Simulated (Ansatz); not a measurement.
Basis-set extrapolation for `C=CCCCC` (PBE0-D4/def2-TZVP geometry, frozen core, Ansatz). Multiplicity 1, RHF reference.

|  | def2-TZVPP | def2-QZVPP |
| --- | --- | --- |
| HF | -234.260116 | -234.271059 |
| MP2 correlation | -1.032472 | -1.096586 |
| CCSD(T) correlation | -1.141671 | not run |

Energies in hartree. Use E(X) = E(∞) + A·exp(−7.88·√X) for Hartree–Fock and E(X) = E(∞) + B·X^(−2.97) for correlation, with X = 3 and 4, and add CCSD(T) minus MP2 of the smaller set to the MP2 limit.

Task: What is the CCSD(T) energy at the basis-set limit?

Result: HF limit: -234.271059 + (-0.010943) × 0.13774 = -234.27257. MP2 limit: -1.096586 + (-0.064114) × 0.74074 = -1.14408. Higher-order term: -1.141671 − (-1.032472) = -0.10920. Total: -235.52585 hartree, 325.7 kJ/mol below CCSD(T)/def2-TZVPP.
